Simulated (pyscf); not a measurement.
HO–BH–Cl (SMILES OBCl) + H₃Si–Cl (SMILES [SiH3]Cl) → HO–B(Cl)–Cl (SMILES OB(Cl)Cl) + SiH₄ (SMILES [SiH4]), a four-centre exchange (singlet surface; B–H, Cl–Si broken, B–Cl, H–Si formed). Optimised with ωB97X-D3(BJ)/def2-SVP in PySCF. Energies in kJ/mol from the separated reactants.

Small-basis levels: PySCF, no dispersion term, spherical d functions. AM1 to PM7: differences of heats of formation from MOPAC, which are fitted to 298 K values and so differ in kind from electronic energies by zero-point and thermal terms. GFN2-xTB: tblite. Cost: rough CPU time at the saddle relative to B3LYP/6-31G*, from one job on a shared machine.

```json
[
 {"level": "HF/STO-3G", "barrier": "275.3", "reaction energy": "+36.4", "cost": "0.04"},
 {"level": "HF/3-21G", "barrier": "237.0", "reaction energy": "+13.6", "cost": "0.06"},
 {"level": "HF/6-31G*", "barrier": "252.9", "reaction energy": "+20.7", "cost": "0.10"},
 {"level": "MP2/6-31G*", "barrier": "186.4", "reaction energy": "+3.8", "cost": "0.1"},
 {"level": "SVWN5/6-31G*", "barrier": "87.9", "reaction energy": "-4.1", "cost": "1"},
 {"level": "BP86/6-31G*", "barrier": "150.9", "reaction energy": "+6.2", "cost": "2"},
 {"level": "PBE/6-31G*", "barrier": "?", "reaction energy": "+4.4", "cost": "2"},
 {"level": "B3LYP/3-21G", "barrier": "165.6", "reaction energy": "-7.5", "cost": "0.7"},
 {"level": "M06-2X/6-31G*", "barrier": "154.8", "reaction energy": "+13.9", "cost": "2"},
 {"level": "GFN2-xTB", "barrier": "155.3", "reaction energy": "+66.4", "cost": "under 0.02"},
 {"level": "AM1", "barrier": "158.3", "reaction energy": "+48.5", "cost": "under 0.02"},
 {"level": "PM6", "barrier": "92.1", "reaction energy": "+12.4", "cost": "under 0.02"},
 {"level": "ωB97M-D3(BJ)/def2-TZVP", "barrier": "?", "reaction energy": "+17.3", "cost": "–"}
]
```

### Question
Complete the blanks.

### Answer

- PBE/6-31G*, barrier: 138.1
- ωB97M-D3(BJ)/def2-TZVP, barrier: 146.4

Against the last row the barrier runs from -58.5 (SVWN5/6-31G*) to +128.8 kJ/mol (HF/STO-3G). ωB97M-D3(BJ)/def2-TZVP has limits of its own. This is the saddle that the search found; another between the same sides may lie lower.
